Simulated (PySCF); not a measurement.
CO, optimised at PBE0/def2-TZVP:

```xyz
2

C      0.0039    -0.4141     0.3795
O     -0.0039     0.4141    -0.3795
```

Computed with PySCF (xtb for GFN2) and rigid-rotor harmonic-oscillator thermochemistry at 1 bar. 6-31G* has spherical d functions here. All species are closed-shell singlets. B3LYP is the form with VWN-RPA correlation.

Q: List the harmonic frequencies (cm⁻¹, unscaled) at this level and at the other levels, each on its own geometry.

A: 
- PBE0/def2-TZVP: 2239
- B3LYP/6-31G*: 2210
- GFN2-xTB: 2222
- HF/6-31G*: 2441
- PBE/def2-SVP: 2159
